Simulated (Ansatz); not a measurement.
# Where CCSD(T) holds and where it slips

Each species is computed at the geometry given (Å), with frozen cores, in Ansatz 0.2.0: RHF-CCSD(T) for singlets, UHF-CCSD(T) otherwise, and full CI in the same basis. The program picks the determinant by trial CCSD, so it needn't be the lowest Hartree–Fock solution. States: HBBe A', NO⁺ Σ⁺ or Δ, HMgNa Σ⁺ or Δ, PS⁺ Σ⁺ or Δ. Cases whose determinant has another symmetry than full CI's state, or whose (Q) step broke down, weren't drawn.

Q: Judging by size, spin and bonding, rank them by the size of CCSD(T)'s error in total energy against full CI in the same basis, smallest first (an estimate).
A. NO⁺, singlet, 6-31G: N 0.000 0.000 0.000; O 0.000 0.000 1.287
B. HBBe, singlet, 6-31G: B 0.000 -0.168 0.784; Be 0.000 0.113 -1.111; H 0.000 0.788 1.527
C. PS⁺, quintet, 6-31G: P 0.000 0.000 0.000; S 0.000 0.000 2.137
D. HMgNa, singlet, cc-pVTZ: Na 0.000 0.000 3.324; Mg 0.000 0.000 -0.542; H 0.000 0.000 -2.782

A: C (11.7 meV), D (16.8 meV), B (36.1 meV), A (114.8 meV).

```json
{"species": "PS⁺, quintet", "basis": "6-31G", "correlated electrons": "10", "CCSD(T) − full CI (meV)": "11.7", "CCSDT(Q) − full CI (meV)": "0.0", "unpaired electrons (full CI)": "4.03", "T1": "0.011", "⟨S²⟩ of the determinant": "6.02"}
{"species": "HMgNa, singlet", "basis": "cc-pVTZ", "correlated electrons": "4", "CCSD(T) − full CI (meV)": "16.8", "CCSDT(Q) − full CI (meV)": "0.6", "unpaired electrons (full CI)": "0.18", "T1": "0.024", "⟨S²⟩ of the determinant": "0.00"}
{"species": "HBBe, singlet", "basis": "6-31G", "correlated electrons": "6", "CCSD(T) − full CI (meV)": "36.1", "CCSDT(Q) − full CI (meV)": "2.1", "unpaired electrons (full CI)": "0.95", "T1": "0.048", "⟨S²⟩ of the determinant": "0.00"}
{"species": "NO⁺, singlet", "basis": "6-31G", "correlated electrons": "10", "CCSD(T) − full CI (meV)": "114.8*", "CCSDT(Q) − full CI (meV)": "-3.2", "unpaired electrons (full CI)": "0.31", "T1": "0.040", "⟨S²⟩ of the determinant": "0.00"}
```

Unpaired electrons are Σ n²(2−n)² over natural occupations; an open shell counts its own unpaired electrons too. Frozen cores follow each run's orbitals, which moves totals by a few meV. No single determinant describes HBBe, singlet well, by full CI's occupations. An asterisk marks runs whose energy the program itself flagged as in doubt.
